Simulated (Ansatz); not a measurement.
**O2 (triplet): from Hartree-Fock to the top rungs at distance O1–O2 = 1.098 Å, 6-31G**

Aim: climb from Hartree-Fock through coupled cluster and multireference methods for O2 (triplet) at one geometry and basis, and see what each rung misses.

Method: 6-31G, core rule «outside noble gas», up to 2 orbitals frozen; program: Ansatz 0.2.0, Gaussian basis.

Plan: UHF; CCSD(T) on ROHF; CCSD(T) on UHF; BCCD(T) on ROHF; CISD; CCSDT(Q) on ROHF; CCSDT(Q) on UHF; CISDTQ; CCSDTQ on ROHF; CCSDTQ on UHF; CASSCF and MRCISD+Q, 4 electrons in 4 orbitals; CASSCF and NEVPT2, 4 electrons in 4 orbitals; CASSCF and MRCISD+Q, 12 electrons in 8 orbitals; CASSCF and NEVPT4(SD), 12 electrons in 8 orbitals; CASSCF and NEVPT2, 12 electrons in 8 orbitals; Full CI.

24 further runs of the same task are left out: 4 for a known fault of the program, 18 that didn't finish, 2 set aside as unsound or not needed.

## (1) What is computed

The geometry derives from a PBE0/def2-TZVP stationary point (not a proven minimum). One bond is set to the value named and the two fragments are kept rigid.

2 atoms, charge 0, spin multiplicity 3.

Atoms are counted from 1 here; the program's logs count them from 0.

Bond lengths: O1–O2 1.098 Å.

## (2) UHF

in.yaml

```yaml
crystal:
  periodic: [false, false, false]
  atoms:
    - {symbol: O, position_ang: [0.000000, 0.000000, 0.000000]}
    - {symbol: O, position_ang: [0.000000, 0.000000, 1.098000]}
basis:
  gaussian: {orbitals: 6-31G}
magnetization: {spin_polarized: true, initial_magnetization: 2}
hamiltonian: {xc: hf}
output: {orbitals: {seedname: orbitals}}
```

Command:

```bash
> ansatz run in.yaml --threads 1 --pin off --events-out ev --progress --plain --max-ram 2393MiB
```

After this run come: CCSD(T) on ROHF; CCSD(T) on UHF; BCCD(T) on ROHF; CISD; CCSDT(Q) on ROHF; CCSDT(Q) on UHF; CISDTQ; CCSDTQ on ROHF; CCSDTQ on UHF; CASSCF and MRCISD+Q, 4 electrons in 4 orbitals; CASSCF and NEVPT2, 4 electrons in 4 orbitals; CASSCF and MRCISD+Q, 12 electrons in 8 orbitals; CASSCF and NEVPT4(SD), 12 electrons in 8 orbitals; CASSCF and NEVPT2, 12 electrons in 8 orbitals; Full CI.

**Question.** What will the summary of the whole plan be? Wanted: FCI below the RHF energy; RMP2 from FCI; UMP2 from FCI; RCCSD from FCI; RCCSD(T) from FCI; UCCSD(T) from FCI; RCCSDT(Q) from FCI; UCCSDT(Q) from FCI; NEVPT2 pair from FCI.

As calculated:

| quantity | value |
| --- | --- |
| FCI below the RHF energy | -6.3182 eV |
| RMP2 from FCI | -22.9 meV |
| UMP2 from FCI | +215.7 meV |
| RCCSD from FCI | +162.8 meV |
| RCCSD(T) from FCI | +39.3 meV |
| UCCSD(T) from FCI | +35.4 meV |
| RCCSDT(Q) from FCI | -0.7 meV |
| UCCSDT(Q) from FCI | -0.5 meV |
| NEVPT2 pair from FCI | +25.3 meV |
| MRCISD+Q pair from FCI | +131.5 meV |
| NEVPT2 valence from FCI | +770.7 meV |
| levels within 1 kcal/mol (43 meV) | RMP2, RCCSD(T), UCCSD(T), BCCD(T), RCCSDT, UCCSDT, CISDTQ, RCCSDT(Q), UCCSDT(Q), RCCSDTQ, UCCSDTQ, NEVPT2 pair |
| T1 diagnostic | 0.014 |
| effectively unpaired electrons | 2.02 |

In words: RCCSD(T) misses by +39.3 meV, 0.6 % of the correlation energy. RMP2 falls below full CI, which methods that aren't variational can do. One determinant dominates. Of the multireference levels listed NEVPT2 pair comes nearest in total energy (+25.3 meV), which doesn't show that its space is the better one. These misses are within one basis, not against nature; the frozen cores of restricted and unrestricted runs differ, which can shift their rows.
